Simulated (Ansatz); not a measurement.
Saddle point of HClF, doublet (Cl + HF → HCl + F; bonds formed: H1–Cl3; bonds broken: H1–F2), PBE0-D4/def2-TZVP structure:

```json
{"atom": "H1", "x (Å)": "0.4484", "y (Å)": "-0.2563", "z (Å)": "0.1999"}
{"atom": "F2", "x (Å)": "-1.0588", "y (Å)": "-0.5171", "z (Å)": "0.4043"}
{"atom": "Cl3", "x (Å)": "0.6104", "y (Å)": "0.7734", "z (Å)": "-0.6041"}
```

Energies are electronic, without zero-point energy. Barriers and step energies count from the start structure reached by relaxing down the imaginary mode; all methods use the PBE0-D4 structures, on which another method's saddle can fall below an end. Computed with Ansatz 0.2.0 (basis: def2-TZVPP, with def2-QZVPP for the basis limit); correlated methods freeze the cores; orbitals are unrestricted. B3LYP uses VWN-RPA correlation. Extrapolation: Hartree–Fock as exp(−7.88 √X), correlation as X^−2.97.

```
      method  barrier (eV)  step energy (eV)
       SPW92         0.705             0.786
      PBE-D4         0.885             0.891
     BLYP-D4         0.945             0.927
   r2SCAN-D4         1.044             0.977
      B97M-V         1.085             0.971
     PBE0-D4         1.240             1.122
    B3LYP-D4         1.230             1.117
  r2SCAN0-D4             ?             1.155
    BHLYP-D4         1.509             1.295
CAM-B3LYP-D4         1.382             1.233
     wB97X-V         1.387             1.214
     wB97M-V         1.384             1.219
      B2PLYP         1.524             1.363
    PBE-QIDH         1.626             1.437
  RPA on PBE         1.408             1.358
          HF             ?             1.385
         MP2             ?             1.833
        CCSD         1.754             1.579
     CCSD(T)         1.689             1.546
```

(1) Fill in the withheld barriers. (An estimate is asked for; the value comes from the calculation.)

The T1 diagnostic stays at or below 0.038. ⟨S²⟩ of the unrestricted Hartree–Fock references: 0.76 (a pure state has 0.75).

## Answers

(1) By the calculation: r2SCAN0-D4 1.309; HF 1.644; MP2 2.035 eV. Each is the energy of the saddle less that of the start structure, by the same method.

For comparison, the barrier by CCSD(T) at an estimated basis limit (MP2 extrapolated from triple and quadruple zeta, plus CCSD(T) − MP2 in triple zeta) is 1.704 eV.

For scale, one of the runs: CCSD(T)/def2-TZVPP, 87 basis functions, launched by `ansatz run in.yaml --threads 2 --pin off --events-out ev --progress --plain --max-ram 4352MiB`. The run took about 6.5 s on 2 CPU threads (shared host).
